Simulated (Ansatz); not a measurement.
**Al₂⁺, doublet in cc-pVTZ: errors against full CI**

Geometry: that of the Al2, singlet, kept fixed.

```xyz
2

Al    0.0000    0.0000    0.0000
Al    0.0000    0.0000    3.0310
```

Basis cc-pVTZ; Ansatz 0.2.0. Only valence electrons are correlated (noble-gas cores frozen), which leaves 5 electrons in 58 orbitals. Prefix R: restricted or restricted open-shell reference; prefix U: unrestricted. Active spaces: valence = (5e, 8o) chosen from the atoms' valence shells.

Full CI is exact within this basis and frozen core; it isn't the basis-set limit. The frozen core follows each run's orbitals, which can shift R against U totals by a few meV.

For open shells CISD is restricted-active-space CI with the open shells as a complete middle space.

The UHF ⟨S²⟩ is 0.816. The T1 diagnostic (RCCSD) is 0.0341, the largest doubles amplitude (RCCSD) is 0.089 and the T1 diagnostic (UCCSD) is 0.0267.

```tsv
level	E − E(full CI) (kJ/mol)	share of correlation (%)	wall time
RHF	284.5	0.00	–
UHF	262.9	7.60	–
RMP2	78.4	72.46	–
UMP2	81.2	71.47	–
CISD	24.2	91.49	2.1 s
RCCSD	10.6	96.26	–
UCCSD	9.7	96.59	–
RCCSD(T)	2.5	99.12	3.4 s
UCCSD(T)	2.5	99.11	3 s
BCCD(T)	2.6	99.08	3.6 s
RCCSDT	0.3	99.88	–
UCCSDT	0.3	99.90	–
RCCSDT(Q)	0.1	99.98	19 s
UCCSDT(Q)	0.0	99.99	18 s
CASSCF (valence space)	115.2	59.52	–
NEVPT2 (valence space)	31.7	88.85	2.5 s
MRCISD (valence space)	4.5	98.43	–
MRCISD+Q (valence space)	-0.5	100.16	3.8 s (H100)
```

The correlation energy at full CI, counted from RHF, is -2.949 eV. That run took 24 s on 2 threads of AMD EPYC 7R13 with a shared H100 80 GB, shared host over 6,390,972 determinants.

Times hold each run's SCF and search for its determinant on a shared host, so for small cases they say little of a method's own cost; rows without a card ran on 1 thread of AMD EPYC 7R13.

The full-CI state has the irrep Ag of D2h, in the program's axes (one component, if the state is degenerate).

Natural occupations of full CI about the gap: 1.902 1.864 0.971 0.045 0.045 0.039 0.039 0.037 0.012 0.011; effectively unpaired electrons, Σ n²(2−n)², 1.13.
